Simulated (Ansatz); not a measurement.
## Worked example: correlation energy of Al2H, doublet

Geometry: a point of a stretch scan, not a stationary point.

```xyz
3

Al    0.0000    0.0000    0.9233
Al    0.0000    0.0000   -3.4657
H     0.0000    0.0000    2.5425
```

Basis 6-31G; Ansatz 0.2.0. Correlated methods freeze the noble-gas cores, which leaves 7 electrons in 18 orbitals. Prefix R: restricted or restricted open-shell reference; prefix U: unrestricted.

Full CI is exact within this basis and frozen core; it isn't the basis-set limit. The frozen core follows each run's orbitals, which can shift R against U totals by a few meV.

Runs differ by some tens of microhartree through their thresholds and, for an open shell, their frozen cores, so steps under 0.1 kcal/mol mean nothing.

```
    level  total energy (hartree)
      UHF             -484.282699
     UMP2             -484.329370
    UCCSD             -484.358179
 UCCSD(T)             -484.358733
   UCCSDT             -484.359004
UCCSDT(Q)             -484.359053
  UCCSDTQ             -484.359074
  full CI             -484.359074
```

Question: What is the correlation energy at full CI, and what share of it do UMP2 and UCCSD recover?

Answer: E(corr) = -484.359074 − (-484.282699) = -0.076375 hartree = -2.078 eV. UMP2: -0.046671 / -0.076375 = 61.11 %. UCCSD: -0.075480 / -0.076375 = 98.83 %.

Question: By how many kcal/mol does UCCSD(T) miss full CI (1 hartree = 627.509 kcal/mol), and which steps make up the rest?

Answer: -484.358733 − (-484.359074) = 0.000341 hartree = 0.21 kcal/mol. Steps: UCCSDT − UCCSD(T) = -0.17, UCCSDT(Q) − UCCSDT = -0.03, UCCSDTQ − UCCSDT(Q) = -0.01, full CI − UCCSDTQ = 0.00 kcal/mol. That is within 1 kcal/mol of the reference in this basis, which itself misses far more of the correlation at the basis-set limit.
